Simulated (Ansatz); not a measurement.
System: NO, charge 0, multiplicity 2. SMILES: [N]=O
Structure (B3LYP-D3(BJ)/def2-TZVP (Ansatz, a quantum-chemistry and plane-wave program) minimum search):
```xyz
2

N      0.0000     0.0000    -0.6106
O      0.0000     0.0000     0.5343
```
Charge 0, spin multiplicity 2.

Property: vertical ionisation energy (to the singlet state of charge +1; each state is the SCF solution reached for its spin; for the singlet the Hartree-Fock reference is unstable and T1 is 0.022), in eV. Valence correlation only, unless marked. Open shells are spin-unrestricted. No spin-orbit coupling. Non-relativistic. CBS(X,Y): correlation extrapolated as X^-3; Hartree-Fock from the larger set.

Measured: 9.26 eV (CCCBDB table in ASE); it holds spin-orbit and relativistic effects, which these rows lack, and core correlation, which the frozen-core levels lack. This is an older compilation, not checked against later work.

```json
[
 {"level": "PBE/def2-TZVPD", "program": "Ansatz", "vertical ionisation energy (eV)": "9.83", "error against measurement": "0.57"},
 {"level": "B3LYP/def2-TZVPD", "program": "Ansatz", "vertical ionisation energy (eV)": "10.20", "error against measurement": "0.94"},
 {"level": "BHLYP/def2-TZVPD", "program": "Ansatz", "vertical ionisation energy (eV)": "10.39", "error against measurement": "1.13"},
 {"level": "CAM-B3LYP/def2-TZVPD", "program": "Ansatz", "vertical ionisation energy (eV)": "10.27", "error against measurement": "1.01"},
 {"level": "wB97M-V/def2-TZVPD", "program": "Ansatz", "vertical ionisation energy (eV)": "9.88", "error against measurement": "0.62"},
 {"level": "CCSD/def2-SVPD", "program": "Ansatz", "vertical ionisation energy (eV)": "9.57", "error against measurement": "0.31"},
 {"level": "CCSD/aug-cc-pVTZ", "program": "Ansatz", "vertical ionisation energy (eV)": "9.67", "error against measurement": "0.41"},
 {"level": "CCSD/aug-cc-pVQZ", "program": "Ansatz", "vertical ionisation energy (eV)": "9.73", "error against measurement": "0.47"},
 {"level": "CCSD/CBS(aug-cc-pVTZ,aug-cc-pVQZ)", "program": "Ansatz", "vertical ionisation energy (eV)": "9.78", "error against measurement": "0.52"},
 {"level": "CCSD(T)/def2-SVPD", "program": "Ansatz", "vertical ionisation energy (eV)": "9.42", "error against measurement": "0.16"},
 {"level": "CCSD(T)/aug-cc-pVTZ", "program": "Ansatz", "vertical ionisation energy (eV)": "9.52", "error against measurement": "0.26"},
 {"level": "CCSD(T)/def2-TZVPPD", "program": "Ansatz", "vertical ionisation energy (eV)": "9.47", "error against measurement": "0.21"},
 {"level": "CCSD(T)/aug-cc-pVQZ", "program": "Ansatz", "vertical ionisation energy (eV)": "9.59", "error against measurement": "0.33"},
 {"level": "CCSD(T)/def2-QZVPPD", "program": "Ansatz", "vertical ionisation energy (eV)": "9.56", "error against measurement": "0.30"},
 {"level": "CCSD(T)/CBS(aug-cc-pVTZ,aug-cc-pVQZ)", "program": "Ansatz", "vertical ionisation energy (eV)": "9.63", "error against measurement": "0.37"}
]
```
